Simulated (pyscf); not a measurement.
Optimised with ωB97X-D3(BJ)/def2-SVP in PySCF. Correlated levels are frozen-core, on RHF or UHF. ΔMP2 is the change of the MP2 total energy from the triple- to the quadruple-zeta basis.

SMILES: [OH][In]([F])[Cl]
```xyz
5

O      0.0431     0.2980     0.9045
In    -1.5129    -0.4604    -0.0394
F     -1.5139    -2.3619    -0.4653
Cl    -3.3416     0.7879    -0.6721
H      0.7146    -0.3734     1.0836
```
Charge 0, spin multiplicity 1.

### Question
What is the homolytic dissociation enthalpy (298 K, CCSD(T)/def2-TZVPP + ΔMP2(QZVPP)) of the F–In bond of HO–In(F)–Cl, to [HO–In–Cl]• + F•?

### Answer
F–In to [HO–In–Cl]• + F•: 107.0 kcal/mol. The radicals are drawn with the spin at the cut bond; how far it spreads was not checked. Other isomers of [HO–In–Cl]• were not searched in full and may lie lower. The CCSD(T) − MP2 part came from Ansatz, without density fitting, on the same reference. The frozen core leaves the outer d or s,p core shells of the metals and heavy elements correlated in the MP2 and CC values, and def2-TZVPP describes them poorly, which can shift differences by a few kcal/mol. Left out: the spin-orbit lowering of F. Elements past Kr carry the def2 core potentials, without spin-orbit coupling.
